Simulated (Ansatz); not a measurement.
Species: CH5Si (charge -1, singlet). It need not be the lowest isomer of its formula. Whether it binds its extra electron was not tested at this geometry. 
Coordinates optimised at B3LYP-D3(BJ)/def2-TZVP (Ansatz, a first-principles code):
```xyz
7

C     -0.0142    -0.0695    -1.2342
Si     0.0083     0.1701     0.7319
H     -0.0173    -1.1129    -1.5686
H     -0.8989     0.4194    -1.6598
H      0.8596     0.4208    -1.6802
H     -1.1142    -0.8468     1.0468
H      1.1395    -0.8450     1.0207
```
Charge -1, spin multiplicity 1.

Basis-set convergence of Hartree-Fock and CCSD correlation energies (hartree) with Ansatz. Cores are frozen in the correlated levels unless marked. Spin-orbit coupling is left out. Non-relativistic. This anion needs diffuse functions, which these sets lack.

| basis | functions | E(HF) | E(corr, CCSD) |
|---|---|---|---|
| cc-pV(D+d)Z | 62 | -329.66619 | -0.30658 |
| cc-pV(T+d)Z | 139 | ? | ? |

Q: What belongs in the gaps?

A: 
- cc-pV(T+d)Z, E(HF): -329.69354
- cc-pV(T+d)Z, E(corr, CCSD): -0.36581
